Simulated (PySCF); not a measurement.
## SiCl: one state, many levels of theory

State: ²Π (doublet), unpaired electrons π ↑. Set-up: PySCF, no relativity, basis sets Si def2-TZVPPD, Cl def2-TZVPPD. De refers to Si + Cl in their high-spin ground configurations, without counterpoise correction. The functionals are run spin-unrestricted. A positive dipole means Si(−)Cl(+).

```
      Level  Re (Å)  ωe (cm⁻¹)  De (eV)  μ (D)
        UHF   2.078        529     3.08  -1.07
    UHF-MP2   2.069        537     4.38    n/a
UHF-SCS-MP2   2.074        531     4.26    n/a
   UHF-CCSD   2.072        535     4.07    n/a
UHF-CCSD(T)   2.075        531     4.21    n/a
        PBE   2.085        512     4.61  -0.73
     revPBE   2.094        506     4.40  -0.76
     r²SCAN   2.071        527     4.51  -0.65
    r²SCANh   2.067        533     4.45  -0.69
       PBE0   2.068        532     4.46  -0.78
        M06   2.070        532     4.65  -0.83
     M06-2X   2.070        531     4.55  -0.99
      ωB97X   2.060        542     4.48  -0.82
     B2PLYP   2.077        522     4.36  -1.01
```

(1) Which functional lies closest to UHF-CCSD(T) in De, which farthest, and by how much do they differ from it?

(2) What does a quarter of exact exchange do here, going from PBE to PBE0?

(3) What does second-order correlation do here, going from UHF to UHF-MP2?

Correlated steps freeze 10 core orbitals. B2PLYP dipoles, levels and charges come from its SCF part alone. The state was picked by a PBE0 search and need not be the measured ground state.

The whole job (state search and all levels along the bond) took about 6.5 min on 2 threads of Intel Xeon Platinum 8488C (shared host), peak memory 4.1 GiB.

Results:

(1) Closest is B2PLYP (+0.2 pm in Re, -1.7 % in ωe, +0.15 eV in De against UHF-CCSD(T) in the same basis), farthest M06 (-0.5 pm in Re, +0.2 % in ωe, +0.44 eV in De). CCSD(T) converges more slowly with the basis than the functionals do and binds too weakly in this one, so the order can change at the basis-set limit.

(2) PBE0 less PBE: -1.7 pm in Re, +3.9 % in ωe, -0.15 eV in De. Exact exchange removes part of the self-interaction that spreads semilocal densities, and in most molecules shortens and stiffens the bond and lowers De; so it does here.

(3) UHF-MP2 less UHF: -0.9 pm in Re, +1.5 % in ωe, +1.30 eV in De. Correlation nearly always deepens the well. The bond shortens, as in weak, metallic or heavy-atom bonds, where dispersion and the correlation of outer-core electrons pull the atoms together.
